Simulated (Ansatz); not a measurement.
in.yaml

```yaml
crystal:
  periodic: [false, false, false]
  atoms:
    - {symbol: Al, position_ang: [0.000000, 0.000000, 1.699100]}
    - {symbol: O, position_ang: [0.000000, 0.000000, 0.000000]}
    - {symbol: Al, position_ang: [0.000000, 0.000000, -1.699100]}
basis:
  gaussian: {orbitals: cc-pVDZ}
magnetization: {spin_polarized: false, initial_magnetization: 2}
correlation: {method: mp2, electrons: outside_noble_gas}
accuracy: high
```

```sh
$ ansatz run in.yaml --threads 1 --pin off --events-out ev --progress --plain --max-ram 2393MiB
```

Output:

```
989 factors; integrals over basis functions are off by at most 3.4e-9 eV
mean field evaluation 1: about -15197.2886 eV, gradient 4.1e1 eV
mean field evaluation 2: about -15197.2987 eV, gradient 4.1e1 eV
mean field evaluation 4: about -15201.1411 eV, gradient 3.5e0 eV
mean field evaluation 8: about -15201.2154 eV, gradient 4.6e-2 eV
mean field evaluation 16: about -15202.0835 eV, gradient 3.2e0 eV
mean field evaluation 32: about -15201.2154 eV, gradient 7.0e-5 eV
mean field evaluation 64: about -15199.3580 eV, gradient 1.8e-8 eV
mean field evaluation 96: about -15203.3724 eV, gradient 3.7e-1 eV
mean field evaluation 128: about -15203.2201 eV, gradient 4.8e0 eV
mean field evaluation 160: about -15197.8489 eV, gradient 4.8e-1 eV
mean field evaluation 192: about -15201.2154 eV, gradient 1.4e-3 eV
mean field -15203.37337994 eV, -558.7136664962 hartree, gradient 1.1e-8 eV, S^2 2.000000; 15 other end points of the search recorded, 0 dependent functions left out
mean field evaluation 224: about -15201.4109 eV, gradient 3.4e-1 eV
mean field evaluation 256: about -15203.3900 eV, gradient 4.2e-2 eV
mean field evaluation 288: about -15203.1701 eV, gradient 1.9e0 eV
11 core orbitals not correlated: weight in the atoms' cores, before any rotation towards them, 1.000 or more for the frozen orbitals, at most 0.000 for the correlated occupied ones
reference -15203.37337994 eV, -558.7136664962 hartree; 7, 5 occupied and 32, 34 virtual orbitals, 989 factors
second order -6.83619959 eV of doubles, -0.00954803 eV of singles
Total energy: -15210.21912756 eV, -558.9652430810 hartree
```

Ran on 1 thread of Arm Neoverse V1, shared host: 7 s wall, 0.16 GiB peak host memory.
